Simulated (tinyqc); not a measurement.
Geometry optimisation on the RHF/sto-3g surface (energies and gradients from PySCF), for HF, spin multiplicity 1, step by step. Computed by tinyqc, a small Python program that keeps every step (integrals from PySCF). Settings: charge = 0, multiplicity = 1, basis = sto-3g, optimiser = bfgs, first Hessian = 0.6, largest step = 0.3, iteration cap = 30. Command: `OMP_NUM_THREADS=1 python tinyqc.py 24921 24922 out.jsonl` (the two numbers bound the seeds that draw the settings). One thread of a shared host (Intel(R) Xeon(R) Processor @ 2.60GHz), about 0.5 s of CPU time with the checks.

## Step 1: energy and gradient

positions at the start (bohr):
```
         x       y       z
1F  0.0000  0.0000  0.0000
2H  0.0000  0.0000  1.9124
```

Self-consistent energy and analytic gradient at these positions.

energy = -98.569133 hartree

gradient (hartree/bohr):
```
           x         y          z
1F  0.000000  0.000000  -0.065820
2H  0.000000  0.000000   0.065820
```

## Step 1: move

Quasi-Newton step p = -H^(-1) g (first H = 0.6 times the unit matrix); steps longer than 0.3 bohr are cut back.

positions after step 1 (bohr):
```
         x       y       z
1F  0.0000  0.0000  0.1097
2H  0.0000  0.0000  1.8027
```

## Step 2: energy and gradient

As before.

energy = -98.567673 hartree

gradient (hartree/bohr):
```
           x         y          z
1F  0.000000  0.000000   0.097522
2H  0.000000  0.000000  -0.097522
```

## Step 2: move

inverse Hessian in use (bohr^2/hartree), lower triangle:
```
        1       2       3       4       5       6
1  1.6667
2  0.0000  1.6667
3  0.0000  0.0000  1.1691
4  0.0000  0.0000  0.0000  1.6667
5  0.0000  0.0000  0.0000  0.0000  1.6667
6  0.0000  0.0000  0.4975  0.0000  0.0000  1.1691
```

Quasi-Newton step p = -H^(-1) g (the inverse Hessian comes from BFGS updates; coordinates in the order x, y, z of each atom); steps longer than 0.3 bohr are cut back.

positions after step 2 (bohr):
```
         x       y       z
1F  0.0000  0.0000  0.0442
2H  0.0000  0.0000  1.8682
```

## Convergence

Stop when the largest gradient component is below 3e-5 hartree/bohr. The inverse Hessian follows the BFGS update with s = step, y = change of gradient.

Course of the optimisation:
```
step  E (hartree)  largest gradient (hartree/bohr)
1      -98.569133                         6.58e-02
2      -98.567673                         9.75e-02
3      -98.572726                         1.30e-02
4      -98.572844                         2.19e-03
5      -98.572847                         6.37e-05
6      -98.572847                         3.00e-07
```

Final distances (angstrom):
```
pair   distance
2H-1F    0.9555
```

Converged in 6 steps.
